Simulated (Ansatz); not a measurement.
TlInSe₂ (I4/mcm, No. 140): band gap by level of theory

The reference, 1.12 eV (measured, temperature not stated, no zero-point or thermal correction, thermal gap; as tabulated in arXiv:0804.1639), is not set against levels without spin–orbit coupling, which matters for this solid.

```
level (code)                   value (eV)
-----------------------------  ----------
LDA (Ansatz)                         0.45
PBEsol (Ansatz)                         ?
B3LYP (VWN-RPA form) (Ansatz)        1.61
HSE06 (Ansatz)                       1.12
PBE0 (Ansatz)                        1.73
```

**Question.** What belongs in the gaps?

**Answer.** 
- PBEsol (Ansatz, a program for electronic structure), value (eV): 0.50

Computed values are for a static lattice. Spin–orbit coupling is included only where a level's name says +SOC; with heavier elements it mostly lowers gaps and can invert bands.  Values are at the measured cell. Cutoffs and k meshes differ between the levels. Ansatz's density-functional and Hartree–Fock values are scalar-relativistic unless marked +SOC, with PAW data made under PBE.
